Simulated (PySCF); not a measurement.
**C2HClF2 (SMILES FC(F)=CCl) at revPBE/6-31G(d) (spherical functions)**

What is the energy change on altering one bond length of C2HClF2 at revPBE/6-31G* (spherical functions)? 

The calculation is run with PySCF 2.14.0.

3 further runs of the same task are left out: 3 set aside as unsound or not needed.

## Step 1: The structure to begin with

C2HClF2: 6 atoms, total charge 0, spin state singlet. As SMILES, `FC(F)=CCl`. Geometry: relaxed at PBE0-D4/def2-TZVP.

Bond lengths: F1–C2 1.312 Å, C2–F3 1.305 Å, C2–C4 1.321 Å, C4–Cl5 1.706 Å, C4–H6 1.079 Å. Angles: F1–C2–F3 111.1°, F1–C2–C4 123.1°, F3–C2–C4 125.8°, C2–C4–Cl5 122.3°, C2–C4–H6 120.1°, Cl5–C4–H6 117.5°.

## Step 2: A single-point energy at revPBE/6-31G(d) (spherical functions)

calc.py

```python
# FC(F)=CCl
from pyscf import gto, dft

system = gto.Mole()
system.atom = '''
F        0.901010      -0.810380       1.342040
C        0.267650      -0.562200       0.220370
F        0.192510      -1.632620      -0.522730
C       -0.218360       0.626770      -0.086550
Cl      -1.039010       0.926430      -1.552100
H       -0.103800       1.452000       0.598970
'''
system.max_memory = 1860
system.verbose = 3
system.basis = '6-31g*'
system.build()

myscf = dft.RKS(system, xc='revpbe')
myscf.conv_tol = 1e-10
myscf.grids.level = 5
myscf.kernel()
if not myscf.converged:
    myscf = myscf.newton().run(myscf.mo_coeff, myscf.mo_occ)

e_tot = myscf.e_tot
print('Final energy', e_tot)
```

The run is started by

```bash
$ OMP_NUM_THREADS=1 python calc.py
```

Standard output:

```text
converged SCF energy = -736.457465693434
Final energy -736.4574656934342
```

Wall time 14 s (1 thread of Intel Xeon at 2.70GHz, shared host); peak memory 0.39 GiB.

## Step 3: The distorted shape

calc.py

```python
from pyscf import gto, dft

system = gto.Mole()
system.atom = '''
F      1.840412    -1.868385     2.623078
C      0.643535    -1.399393     0.503429
F      0.501541    -3.422194    -0.900827
C     -0.412641     1.184424    -0.163556
Cl    -1.963444     1.750699    -2.933044
H     -0.196154     2.743882     1.131889
'''
system.max_memory = 1860
system.verbose = 3
system.basis = '6-31g*'
system.unit = 'bohr'
system.charge = 0
system.build()

calc0 = dft.RKS(system, xc='revpbe')
calc0.conv_tol = 1e-10
calc0.grids.level = 5
calc0.kernel()
if not calc0.converged:
    calc0 = calc0.newton().run(calc0.mo_coeff, calc0.mo_occ)

etot = calc0.e_tot
print(f'total energy: {etot:.8f} hartree')
```

The run is started by

```bash
$ OMP_NUM_THREADS=1 python calc.py
```

Standard output:

```text
converged SCF energy = -736.435660995671
total energy: -736.43566100 hartree
```

It took 14 s on 1 thread of Intel Xeon at 2.70GHz, shared host; peak memory 0.39 GiB.

## Step 4: Outcome

Level: revPBE/6-31G* (spherical functions).

```
                                                         quantity          value
                                        first shape: total energy  -736.45747 Eh
                                       first shape: dipole moment         1.01 D
                                         first shape: HOMO energy       -5.74 eV
                                         first shape: LUMO energy       -0.26 eV
                                       first shape: HOMO–LUMO gap        5.48 eV
                                    distorted shape: total energy  -736.43566 Eh
                                   distorted shape: dipole moment         0.98 D
                                     distorted shape: HOMO energy       -5.22 eV
                                     distorted shape: LUMO energy       -1.23 eV
                                   distorted shape: HOMO–LUMO gap        3.99 eV
energy change with the C2–C4 bond stretched from 1.321 to 1.519 Å       0.593 eV
```

With the C2–C4 bond stretched from 1.321 to 1.519 Å the energy rises by 0.59 eV (13.7 kcal/mol). The first shape isn't relaxed at this level, so the change isn't measured from a minimum. Mulliken charges (first shape) run from -0.44 on C4 to +0.64 on C2; they depend strongly on the basis.
